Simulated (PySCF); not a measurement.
fluorine (F2), SMILES FF.

Coordinates come from a r2SCAN-D4/def2-TZVPD optimisation.

Two levels are set side by side: PBE/def2-TZVPD (PySCF) and CAM-B3LYP/def2-TZVPD (PySCF). Same geometry, gas phase. Differences are taken from unrounded values.

```tsv
quantity	CAM-B3LYP
orbital gap (eV)	10.82
highest occupied level (eV)	-13.44
lowest empty level (eV)	-2.61
mean polarisability (bohr³)	8.6
```

Question: What does PBE give, and how far is it from CAM-B3LYP? (The exact figures need the calculation; the answer reports its results.)

Answer: 
```tsv
quantity	PBE	PBE minus CAM-B3LYP
orbital gap (eV)	3.81	-7.01
highest occupied level (eV)	-9.40	4.04
lowest empty level (eV)	-5.59	-2.97
mean polarisability (bohr³)	8.7	0.2
```

PBE's occupied levels lie high since its potential decays too fast outside the molecule; exact exchange lowers them and widens the gap. Differences between two approximate levels are no errors against the true value.

Rough cost on one machine, each run with all the roots and properties that it gave: CAM-B3LYP against PBE within a factor of 2.
